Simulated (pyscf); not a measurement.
Optimised with ωB97X-D3(BJ)/def2-SVP in PySCF. MP2 and CC: frozen core, UHF for open shells. ΔMP2 is the change of the MP2 total energy from the triple- to the quadruple-zeta basis.

SMILES: [Cl][SnH2][Cl]
```xyz
5

Cl     2.1464    -1.1588    -0.9357
Sn     0.1181    -0.1940    -0.3141
Cl     0.1634     2.0042    -1.0866
H     -1.1191    -1.0091    -1.1378
H      0.0630    -0.1482     1.3794
```
Charge 0, spin multiplicity 1.

### Question
How much does it cost (ΔH, 298 K, CCSD(T)/def2-TZVPP + ΔMP2(QZVPP)) to split Cl–SnH₂–Cl (SMILES [Cl][SnH2][Cl]) at its H–Sn bond into Cl–SnH•–Cl + H•?

### Answer
H–Sn to Cl–SnH•–Cl + H•: 3.19 eV. The CCSD(T) − MP2 part came from Ansatz, without density fitting, on the same reference. The frozen core leaves the outer d or s,p core shells of the metals and heavy elements correlated in the MP2 and CC values, and def2-TZVPP describes them poorly, which can shift differences by a few kcal/mol. Elements past Kr carry the def2 core potentials, without spin-orbit coupling.
